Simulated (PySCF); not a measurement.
# `InChI=1S/C3H5NO/c4-2-1-3-5/h1-3H,4H2/b2-1-`

Molfile (atoms numbered from 1):
```
C3H5NO
     RDKit          3D

 10  9  0  0  0  0  0  0  0  0999 V2000
   -1.4390   -0.5578    0.2815 N   0  0  0  0  0  0  0  0  0  0  0  0
   -0.7897    0.5810    0.0032 C   0  0  0  0  0  0  0  0  0  0  0  0
    0.5547    0.6678   -0.2314 C   0  0  0  0  0  0  0  0  0  0  0  0
    1.3911   -0.4973   -0.1919 C   0  0  0  0  0  0  0  0  0  0  0  0
    1.0005   -1.6424    0.0509 O   0  0  0  0  0  0  0  0  0  0  0  0
   -2.4303   -0.5734    0.4508 H   0  0  0  0  0  0  0  0  0  0  0  0
   -0.8752   -1.4048    0.3189 H   0  0  0  0  0  0  0  0  0  0  0  0
   -1.4076    1.4754   -0.0304 H   0  0  0  0  0  0  0  0  0  0  0  0
    0.9964    1.6313   -0.4515 H   0  0  0  0  0  0  0  0  0  0  0  0
    2.4665   -0.3311   -0.3979 H   0  0  0  0  0  0  0  0  0  0  0  0
  1  2  1  0
  2  3  2  0
  3  4  1  0
  4  5  2  0
  1  6  1  0
  1  7  1  0
  2  8  1  0
  3  9  1  0
  4 10  1  0
M  END
```

Method used: UKS CAM-B3LYP/6-31G* four-point reorganisation energy, gas phase (PySCF 2.14.0). Geometry: CAM-B3LYP/6-31G*.

What is the inner reorganisation energy for hole transfer, with the ionisation energy?

λ = 0.176 (surface of the oxidised species) + 0.202 (surface of the starting species) = 0.378 eV. The ionisation energy is 8.37 eV vertical and 8.19 eV adiabatic without zero-point energy; at the relaxed geometry of the oxidised species the two energies differ by 7.99 eV. Largest bond changes: C2–C3 1.367 → 1.427 Å, N1–C2 1.340 → 1.300 Å, C3–C4 1.435 → 1.471 Å, N1–H6 1.006 → 1.018 Å, N1–H7 1.018 → 1.031 Å. ⟨S²⟩ of the relaxed oxidised species 0.778.
